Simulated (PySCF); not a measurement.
C2H4O2, SMILES CC(=O)O, CAM-B3LYP/def2-SVP optimised geometry.

```
8

C      0.06     0.30     0.00
C     -0.45    -0.39    -1.23
O      0.00     0.21    -2.35
O     -1.16    -1.35    -1.26
H     -0.32    -0.21     0.89
H      1.16     0.30     0.00
H     -0.26     1.35     0.00
H     -0.37    -0.29    -3.10
```

Density from PySCF with CAM-B3LYP/def2-TZVP at that geometry.

Minimum of the electron density along straight lines between bonded atoms, close to the bond critical point (lines longer than 1.1 times the sum of covalent radii, or with two minima, are not listed):

```json
[
 {"bond": "C1–C2", "length / Å": "1.501", "ρ at the minimum / e bohr⁻³": "0.267", "∇²ρ there / e bohr⁻⁵": "-0.73", "position (fraction from the first atom)": "0.47"},
 {"bond": "C2–O3", "length / Å": "1.344", "ρ at the minimum / e bohr⁻³": "0.312", "∇²ρ there / e bohr⁻⁵": "-0.74", "position (fraction from the first atom)": "0.35"},
 {"bond": "C2–O4", "length / Å": "1.200", "ρ at the minimum / e bohr⁻³": "0.439", "∇²ρ there / e bohr⁻⁵": "-0.30", "position (fraction from the first atom)": "0.34"},
 {"bond": "C1–H5", "length / Å": "1.095", "ρ at the minimum / e bohr⁻³": "0.278", "∇²ρ there / e bohr⁻⁵": "-0.97", "position (fraction from the first atom)": "0.65"},
 {"bond": "C1–H6", "length / Å": "1.099", "ρ at the minimum / e bohr⁻³": "0.272", "∇²ρ there / e bohr⁻⁵": "-0.92", "position (fraction from the first atom)": "0.65"},
 {"bond": "C1–H7", "length / Å": "1.099", "ρ at the minimum / e bohr⁻³": "0.272", "∇²ρ there / e bohr⁻⁵": "-0.92", "position (fraction from the first atom)": "0.65"},
 {"bond": "O3–H8", "length / Å": "0.971", "ρ at the minimum / e bohr⁻³": "0.350", "∇²ρ there / e bohr⁻⁵": "-2.41", "position (fraction from the first atom)": "0.81"}
]
```
